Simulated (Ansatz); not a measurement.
This geometry of ClH + FH3Si (7 atoms, charge 0, multiplicity 1) is a first-order saddle point.

All numbers below come from RKS B3LYP/def2-SVP in Ansatz 0.2.0.

```xyz
7
Properties=species:S:1:pos:R:3
Si -0.161 0.040 -0.083
F -0.083 -0.340 1.826
H 1.302 0.279 0.078
H -0.585 1.128 -1.002
H -0.427 -1.318 -0.603
Cl -2.383 0.365 0.970
H -1.135 -0.153 1.910
```

Task: Which two structures does it join? (They come from a converged band through this point; their orientation in space is the band's.)

Result: Bonds broken: Si1–F2, Cl6–H7. Bonds formed: Si1–Cl6, F2–H7. ClH + FH3Si becomes ClH3Si + FH.

First end point:

```xyz
7
Properties=species:S:1:pos:R:3
Si 0.315 0.000 -0.136
F 0.037 0.000 1.486
H 1.789 0.000 -0.326
H -0.292 1.227 -0.708
H -0.292 -1.227 -0.708
Cl -3.135 0.000 1.558
H -1.894 0.000 1.930
```

Last end point:

```xyz
7
Properties=species:S:1:pos:R:3
Si -0.295 0.264 -0.395
F -0.301 -1.040 2.431
H 0.906 0.733 0.335
H -0.413 0.956 -1.704
H -0.306 -1.206 -0.582
Cl -2.005 0.807 0.715
H -1.058 -0.513 2.297
```

Task: How far does it lie above each of them?

Result: 34.8 kcal/mol above the first and 25.8 kcal/mol above the second. This is the barrier of this one path; another mechanism may lie lower. The orbitals stay closed-shell, which can raise the energy where a bond breaks towards radicals; this wasn't checked here.

Run time: 2.3 min on 1 thread of Arm Neoverse V2, on a shared host, peak memory 0.13 GiB.
